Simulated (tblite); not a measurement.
Isomers of C5H3S (doublet state). Method: GFN2-xTB as coded in tblite; computed harmonic values from a numerical Hessian at the method's own geometry, unscaled. Errors from tens to a few hundred cm⁻¹ against measured bands are possible. One conformer each. Open shells enter through the occupations alone, without spin polarisation, and single modes of such species can be off by tens of per cent.

Electronic energies: GFN2-xTB at the same geometries; isomer energies are rough at this level and their order can be wrong.

```csv
SMILES,"electronic energy, lowest = 0 (kJ/mol)"
[H]/[C]=C1/C=CC1=S,81.7
S=C1C=[C]C=C1,0.0
C=C1C=[C]C1=S,97.4
```

Problem. How do GFN2-xTB zero-point energies change the relative energies?

Solution. 
```json
{"SMILES": "S=C1C=[C]C=C1", "ZPE (kJ/mol)": "149.2", "of it from modes above 1550 cm⁻¹": "66.6", "electronic (kJ/mol)": "0.0", "with ZPE, lowest = 0 (kJ/mol)": "0.0", "lowest mode (cm⁻¹)": "168", "rings": "1"}
{"SMILES": "[H]/[C]=C1/C=CC1=S", "ZPE (kJ/mol)": "142.5", "of it from modes above 1550 cm⁻¹": "67.9", "electronic (kJ/mol)": "81.7", "with ZPE, lowest = 0 (kJ/mol)": "75.1", "lowest mode (cm⁻¹)": "132", "rings": "1"}
{"SMILES": "C=C1C=[C]C1=S", "ZPE (kJ/mol)": "146.8", "of it from modes above 1550 cm⁻¹": "66.7", "electronic (kJ/mol)": "97.4", "with ZPE, lowest = 0 (kJ/mol)": "95.0", "lowest mode (cm⁻¹)": "83", "rings": "1"}
```

The zero-point energies span 6.7 kJ/mol, from `[H]/[C]=C1/C=CC1=S` to `S=C1C=[C]C=C1`. The order is unchanged.

Problem. What do entropy and thermal enthalpy add at 298.15 K and 1 bar (rigid rotor, harmonic oscillator, one conformer each)?

Solution. 
```json
{"SMILES": "S=C1C=[C]C=C1", "point group": "C1", "symmetry number": "1", "S (J/(mol K))": "314.7", "H − H(0) (kJ/mol)": "16.17", "ZPE + H − H(0) − TS (kJ/mol)": "71.5"}
{"SMILES": "[H]/[C]=C1/C=CC1=S", "point group": "C1", "symmetry number": "1", "S (J/(mol K))": "330.6", "H − H(0) (kJ/mol)": "18.40", "ZPE + H − H(0) − TS (kJ/mol)": "62.4"}
{"SMILES": "C=C1C=[C]C1=S", "point group": "Cs", "symmetry number": "1", "S (J/(mol K))": "330.1", "H − H(0) (kJ/mol)": "17.79", "ZPE + H − H(0) − TS (kJ/mol)": "66.1"}
```

S holds R ln(2S + 1) for the spin.
